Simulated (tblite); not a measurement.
Species: C₄H₆F (charge +1).
Cartesian coordinates in Å at the GFN2-xTB level; atoms count from 1:
```xyz
11
C4H6F angstrom
C     -2.0101    0.2861   -0.2843
C     -0.6812    0.4876   -0.0863
F     -0.2246    1.7291    0.0429
C      0.2851   -0.5382   -0.0070
C      1.6745   -0.2805    0.1931
H     -2.6878    1.1280   -0.3370
H     -2.4225   -0.7040   -0.3940
H     -0.0744   -1.5568   -0.1088
H      2.3177   -1.1139   -0.0865
H      1.8415   -0.1159    1.2745
H      1.9872    0.6811   -0.2326
```

Calculated harmonic vibrations of the isolated species, GFN2-xTB (tblite), most abundant isotopes, no scaling. This tight-binding method is rough: wavenumbers can miss measured ones by several per cent, in bad cases by 10 to 20. One conformer, not necessarily the lowest. The optimisation stopped once no atom felt more than 0.01 eV/Å.

Lowest wavenumbers of the output (negative numbers stand for imaginary wavenumbers):
```
mode    cm-1
  1    -107.4
  2     154.2
  3     232.4
  4     396.4
  5     480.8
  6     567.9
  7     603.1
  8     666.5
  9     872.3
 10     903.7
 11     914.5
 12     931.6
 13    1031.9
 14    1164.1
 15    1245.7
```

**Question.** Is this structure a minimum?

**Answer.** No. 1 mode is imaginary beyond 20i (107i cm⁻¹), so at this level the point lies at or near a first-order saddle.

**Question.** Which atoms move in the imaginary mode?

**Answer.** 107i: H10 (methyl hydrogen) 50 %, H11 (methyl hydrogen) 23 %, H9 (methyl hydrogen) 20 %. These are shares of the mass-weighted motion.

**Question.** What is the remedy?

**Answer.** Step along that mode in both directions, optimise again with tighter thresholds and repeat the frequencies. The zero-point energy of this point (52.0 kcal/mol) counts the 26 real modes alone, and thermal corrections from it aren't those of a minimum.
